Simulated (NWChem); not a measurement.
**AlH3 (SMILES [AlH3]): MP2/def2-TZVPPD**

What is the vertical singlet–triplet gap of AlH3 at MP2/def2-TZVPPD? 

Program for the calculation: NWChem 7.3.0.

## 1. Starting point

AlH3: 4 atoms, total charge 0, spin state singlet. As SMILES, `[AlH3]`. Geometry: relaxed at PBE0-D4/def2-TZVP.

Bond lengths: Al1–H2 1.586 Å, Al1–H3 1.586 Å, Al1–H4 1.586 Å. Angles: H2–Al1–H3 120.0°, H2–Al1–H4 120.0°, H3–Al1–H4 120.0°.

## 2. Energy and forces at MP2/def2-TZVPPD

mymol.nw reads:

```
start mymol
memory total 2200 mb

geometry noautosym nocenter noautoz
 Al     0.013700    -0.014800    -0.005100
 H      0.633200     0.670900     1.283600
 H     -1.340800    -0.832000     0.105100
 H      0.749400     0.115700    -1.403900
end

basis spherical bse
 * library def2-TZVPPD
end

scf
 thresh 1e-08
 maxiter 80
 print medium
end

mp2
 freeze core 5
 tight
end

task mp2 gradient
```

Started as:

```sh
$ nwchem mymol.nw > mymol.out
```

The program printed:

```text
[...]
  functions       =    99
[...]
  wavefunction    = RHF
[...]
         Total SCF energy =   -243.641943878583
      One-electron energy =   -365.653232399077
      Two-electron energy =    108.419096721019
 Nuclear repulsion energy =     13.592191799475
        Time for solution =      7.9s
[...]
          Total MP2 energy          -243.736416181882
[...]
                         mp2 ENERGY GRADIENTS
    atom               coordinates                        gradient
                 x          y          z           x          y          z
   1 Al      0.025889  -0.027968  -0.009638   -0.000037   0.000032   0.000010
   2 H       1.196574   1.267817   2.425652    0.001114   0.001213   0.002303
   3 H      -2.533745  -1.572252   0.198610   -0.002405  -0.001468   0.000197
   4 H       1.416161   0.218641  -2.652986    0.001328   0.000222  -0.002510
[...]
```

Run time: 25 s. Hardware: 1 thread of AMD EPYC 7R43 (Zen 3), shared host; peak memory 0.18 GiB.

## 3. The triplet: the energy at UMP2/def2-TZVPPD

run.py reads:

```python
from ase import Atoms
from ase.calculators.nwchem import NWChem

system = Atoms(['Al', 'H', 'H', 'H'], positions=[
    [0.013700, -0.014800, -0.005100],
    [0.633200, 0.670900, 1.283600],
    [-1.340800, -0.832000, 0.105100],
    [0.749400, 0.115700, -1.403900],
])

calc = NWChem(
    label='alh3',
    theory='mp2',
    memory='2200 mb',
    basis='def2-TZVPPD',
    basispar='spherical bse',
    scf={'nopen': '2', 'uhf': None, 'thresh': '1e-08', 'maxiter': '80'},
    mp2={'freeze': 'core 5', 'tight': None},
    task='energy',
)
system.calc = calc

print("Total energy (eV):", round(system.get_potential_energy(), 6))
```

Started as:

```sh
$ export ASE_NWCHEM_COMMAND="nwchem PREFIX.nwi > PREFIX.nwo"
$ python run.py
```

The program printed:

```text
Total energy (eV): -6627.046493
```

The calculator wrote alh3.nwi:

```
title "alh3"

permanent_dir alh3

scratch_dir alh3

start alh3

geometry units angstrom nocenter noautosym noautoz
  Al 1.3700000000000000e-02 -1.4800000000000001e-02 -5.1000000000000004e-03
  H  6.3319999999999999e-01 6.7090000000000005e-01 1.2836000000000001e+00
  H  -1.3408000000000000e+00 -8.3199999999999996e-01 1.0510000000000000e-01
  H  7.4939999999999996e-01 1.1570000000000000e-01 -1.4038999999999999e+00
end

memory 2200 mb

basis spherical bse noprint
   * library def2-TZVPPD
end

scf
  nopen 2
  uhf
  thresh 1e-08
  maxiter 80
end
mp2
  freeze core 5
  tight
end

task mp2 energy
```

alh3.nwo (excerpt; [...] marks lines left out):

```text
[...]
      One electron energy =   -365.152787256511
[... 1 line left out ...]
 Nuclear repulsion energy =     13.592191799475
[... 31 lines left out ...]
          Final beta eigenvalues
[... 268 lines left out ...]
                     UHF Final Beta Molecular Orbital Analysis
[...]
          Total MP2 energy          -243.539468611951
[...]
```

Run time: 32 s. Hardware: 1 thread of AMD EPYC 7R43 (Zen 3), shared host; peak memory 0.16 GiB.

## 4. Outcome

At MP2/def2-TZVPPD, 5 core orbitals frozen:

```
                                                           quantity          value
                                              singlet: total energy  -243.73642 Eh
   singlet: dipole moment (of the density that the program reports)         0.00 D
                       singlet: HOMO energy (Hartree–Fock orbitals)      -11.75 eV
                       singlet: LUMO energy (Hartree–Fock orbitals)        0.89 eV
                     singlet: HOMO–LUMO gap (Hartree–Fock orbitals)       12.63 eV
               singlet: correlation energy (5 core orbitals frozen)      -94.5 mEh
                                  singlet: largest force on an atom     0.146 eV/Å
                                              triplet: total energy  -243.53947 Eh
triplet: HOMO energy (Hartree–Fock orbitals) (highest over α and β)       -6.09 eV
 triplet: LUMO energy (Hartree–Fock orbitals) (lowest over α and β)       -2.99 eV
               triplet: correlation energy (5 core orbitals frozen)      -82.5 mEh
                         triplet: ⟨S²⟩ of the reference determinant          2.006
                   vertical energy of the triplet above the singlet       5.359 eV
```

**Reading.** At this shape the triplet lies 5.36 eV (124 kcal/mol) above the singlet.
